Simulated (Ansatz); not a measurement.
The input, for Ansatz 0.2.0:

```yaml
crystal:
  periodic: [false, false, false]
  atoms:
    - {symbol: B, position_ang: [-2.323911, 0.040114, 0.000000]}
    - {symbol: H, position_ang: [-2.920644, 1.073685, 0.000000]}
    - {symbol: H, position_ang: [-2.920644, -0.993457, 0.000000]}
    - {symbol: H, position_ang: [-1.130445, 0.040114, 0.000000]}
    - {symbol: Si, position_ang: [1.027089, 0.040114, 0.000000]}
    - {symbol: H, position_ang: [1.639270, -0.834170, 1.090012]}
    - {symbol: H, position_ang: [1.639270, -0.834170, -1.090012]}
basis:
  gaussian: {orbitals: 6-31G}
magnetization: {spin_polarized: false}
correlation: {method: ccsdt_q, electrons: outside_noble_gas}
accuracy: high
scf: {lower_state_search: off}
```

```sh
$ ansatz run in.yaml --threads 1 --pin off --events-out ev --progress --plain --max-ram 2393MiB
```

(1) Roughly how long does this take on 1 thread of Arm Neoverse V1, shared host, and how much host memory?

```
these checks for a lower state are left out or cut short: stability, starts, cluster_reference, orbital_swaps, neighbouring_geometries, increment
765 factors; integrals over basis functions are off by at most 3.5e-9 eV
mean field evaluation 1: about -8607.0777 eV, gradient 1.1e1 eV
mean field evaluation 2: about -8607.0732 eV, gradient 1.1e1 eV
mean field evaluation 4: about -8607.8178 eV, gradient 5.7e-1 eV
mean field evaluation 8: about -8607.8203 eV, gradient 6.5e-7 eV
mean field -8607.82031481 eV, -316.3315619789 hartree, gradient 1.2e-8 eV, S^2 0.000000; 0 other end points of the search recorded, 0 dependent functions left out
6 core orbitals not correlated: weight in the atoms' cores, before any rotation towards them, 1.000 or more for the frozen orbitals, at most 0.000 for the correlated occupied ones
reference -8607.82031481 eV, -316.3315619789 hartree; 6, 6 occupied and 20, 20 virtual orbitals, 765 factors
second order -2.80411184 eV of doubles, -0.00000000 eV of singles
cycle   1  -3.46841643 eV  change   -6.6e-1 eV  update   7.1e-2
cycle   2  -3.83088335 eV  change   -3.6e-1 eV  update   3.1e-2
cycle   3  -3.85037169 eV  change   -1.9e-2 eV  update   9.4e-3
cycle   4  -3.85222090 eV  change   -1.8e-3 eV  update   4.7e-3
cycle   5  -3.85177857 eV  change    4.4e-4 eV  update   2.1e-3
cycle   6  -3.85137121 eV  change    4.1e-4 eV  update   1.1e-3
...
cycle  18  -3.85148784 eV  change    1.1e-7 eV  update   3.2e-7
cycle  19  -3.85148793 eV  change   -9.1e-8 eV  update   1.9e-7
cycle  20  -3.85148800 eV  change   -7.0e-8 eV  update   1.0e-7
cycle  21  -3.85148804 eV  change   -4.1e-8 eV  update   4.4e-8
cycle  22  -3.85148804 eV  change    2.9e-9 eV  update   2.5e-8
cycle  23  -3.85148802 eV  change    1.7e-8 eV  update   2.9e-8
cycle  24  -3.85148802 eV  change    3.4e-9 eV  update   1.4e-8
cycle  25  -3.85148802 eV  change    3.2e-9 eV  update   5.4e-9
cycle  26  -3.85148802 eV  change   5.8e-10 eV  update   2.4e-9
cycle  27  -3.85148802 eV  change   5.0e-11 eV  update   1.4e-9
perturbative correction -0.00227029 eV, -0.0000834316 hartree
Total energy: -8611.67407311 eV, -316.4731849845 hartree
Checks for a lower state left out: stability, starts, cluster_reference, orbital_swaps, neighbouring_geometries, increment
```

Results:

(1) 3.2 s wall and 0.13 GiB.
